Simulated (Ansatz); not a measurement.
A run of Ansatz (development build ahead of 0.2.0) on singlet C6 at this shape:

```csv
atom,x (Å),y (Å),z (Å)
C,-0.6550,-1.1345,0.0000
C,1.3100,0.0000,0.0000
C,-0.6550,1.1345,0.0000
C,0.6550,1.1345,0.0000
C,0.6550,-1.1345,0.0000
C,-1.3100,0.0000,0.0000
```

Its results:

```
Converged          : yes
Reference energy   : -226.64377 hartree
Correlation energy : -0.61490 hartree
Total energy       : -227.25867 hartree
```

Forces (eV/Å):
```json
{"atom": "C1", "Fx": "-1.081", "Fy": "-1.872", "Fz": "0.000"}
{"atom": "C2", "Fx": "2.161", "Fy": "0.000", "Fz": "0.000"}
{"atom": "C3", "Fx": "-1.081", "Fy": "1.872", "Fz": "0.000"}
{"atom": "C4", "Fx": "1.081", "Fy": "1.872", "Fz": "0.000"}
{"atom": "C5", "Fx": "1.081", "Fy": "-1.872", "Fz": "0.000"}
{"atom": "C6", "Fx": "-2.161", "Fy": "0.000", "Fz": "0.000"}
```

Question: Which input gives this output? Name the method, the orbitals and the basis set, and write the input.

Answer: RHF-MP2 in 6-31G. An unrestricted run that stays on the closed shell gives the same numbers.

```yaml
crystal:
  periodic: [false, false, false]
  atoms:
    - { symbol: C, position_ang: [-0.655, -1.13449, 0.0] }
    - { symbol: C, position_ang: [1.31, 0.0, 0.0] }
    - { symbol: C, position_ang: [-0.655, 1.13449, 0.0] }
    - { symbol: C, position_ang: [0.655, 1.13449, 0.0] }
    - { symbol: C, position_ang: [0.655, -1.13449, 0.0] }
    - { symbol: C, position_ang: [-1.31, 0.0, 0.0] }
basis:
  gaussian: { orbitals: "6-31G" }
hamiltonian:
  xc: hf
correlation:
  method: mp2
  frozen_orbitals: { C: 1 }
output:
  forces: true
```
